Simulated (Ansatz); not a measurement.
This geometry of CH₃LiN (6 atoms, charge 0, multiplicity 2) is a first-order saddle point.

Theory: Ansatz, UKS PBE-D4/6-31G*.

```xyz
6
Properties=species:S:1:pos:R:3
Li -1.176 -0.880 1.121
N -0.369 -0.581 -0.421
C 0.355 0.452 0.129
H -0.232 -0.821 -1.407
H 1.384 0.317 0.528
H 0.037 1.514 0.050
```

Problem. Which two structures does it join? (They come from a converged band through this point; their orientation in space is the band's.)

Solution. No bond is made or broken. The dihedral Li1–N2–C3–H5 goes from -170 to 8°. The two ends are copies of one structure, up to a mirror image or an exchange of like atoms.

First end point:

```xyz
6
Properties=species:S:1:pos:R:3
Li -2.232 -0.611 -0.053
N -0.286 -0.487 -0.127
C 0.543 0.488 0.180
H 0.212 -1.247 -0.614
H 1.615 0.472 -0.060
H 0.148 1.384 0.674
```

Last end point:

```xyz
6
Properties=species:S:1:pos:R:3
Li -2.228 -0.632 -0.009
N -0.285 -0.487 -0.123
C 0.543 0.491 0.173
H 0.205 -1.236 -0.634
H 0.156 1.377 0.691
H 1.608 0.487 -0.098
```

Problem. How far does it lie above each of them?

Solution. 0.86 eV above the first and 0.86 eV above the second. This is the barrier of this one path; another mechanism may lie lower.

Run time: 3.7 min on 1 thread of Arm Neoverse V2 (shared host), peak memory 0.12 GiB.
